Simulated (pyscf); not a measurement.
Thermochemistry of product channels of H₃C–SiH₂–CH₃ + CH₃• on the doublet surface, in kJ/mol, from ωB97M-D3(BJ)/def2-TZVP energies (ideal gas, 1 atm, RRHO with modes under 100 cm⁻¹ raised to 100, one conformer, R ln 2 for chiral ones without a mode under 150 cm⁻¹). Single points on ωB97X-D3(BJ)/def2-SVP structures (PySCF, gas phase).

| products | ΔE | ΔH(298 K) | ΔG(298 K) | ΔG(900 K) |
|---|---|---|---|---|
| H₃C–Si•(CH₃)–CH₃ + H₂ | -28.0 | -25.8 | -18.6 | -8.0 |
| H₃C–SiH•–CH₃ + CH₄ | … | -43.3 | -43.9 | -41.5 |
| H₃C–CH₃ + H₃C–SiH₂• | … | +2.7 | +1.7 | +5.9 |

**Question.** Fill in the missing entries.

**Answer.** 
- H₃C–SiH•–CH₃ + CH₄, ΔE: -57.4
- H₃C–CH₃ + H₃C–SiH₂•, ΔE: -10.8

These are energies of the channels, which say nothing of barriers.
